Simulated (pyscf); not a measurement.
This saddle point was located with ωB97X-D3(BJ)/def2-SVP in PySCF.

```xyz
10

C     -1.3592    -0.3366     0.5579
N     -0.1583    -0.5077     0.1212
C      0.2238     0.3555    -0.9475
H     -2.3571    -0.4217    -0.3312
H     -1.8465    -0.8930     1.3686
H      0.1626     1.4366    -0.6630
H      1.2564     0.1627    -1.2767
H     -0.4373     0.2403    -1.8437
H     -1.6976     0.8927     0.9672
H     -2.2044     0.5417     0.0979
```

Surface: singlet, charge 0. Lowest wavenumbers (cm⁻¹): 2033i, 237, 292, 322, 842.

Problem. Name the species on either side of this saddle.

Solution. H₂C=N–CH₃ + H₂ <-> H₂C=N–CH₃ + H₂, a four-centre exchange read from left to right: C–H, H–H broken and C–H, H–H formed. At ωB97M-D3(BJ)/def2-TZVP it lies +3.94 eV from the left side and +3.94 eV from the right (each side as separated species at their lowest minima found). At the saddle there is also a short C–H contact that neither side keeps. From the product side, H₂C=N• + CH₃• + H₂ lies, by one bond made or cut, 0.52 eV under this saddle at ωB97M-D3(BJ)/def2-TZVP. The same reactants have a lower exit, to H₂C=N• + CH₃• + H₂ (no saddle counted: cutting one bond costs +3.42 eV at ωB97M-D3(BJ)/def2-TZVP, against +3.94 eV here). H₂C=N–CH₃ lies 0.39 eV over its isomer H₃C–CH=NH (electronic energy, ωB97M-D3(BJ)/def2-TZVP). Another saddle between the same species, by other bonds, lies lower (2.08 eV against 3.94 eV at ωB97M-D3(BJ)/def2-TZVP).
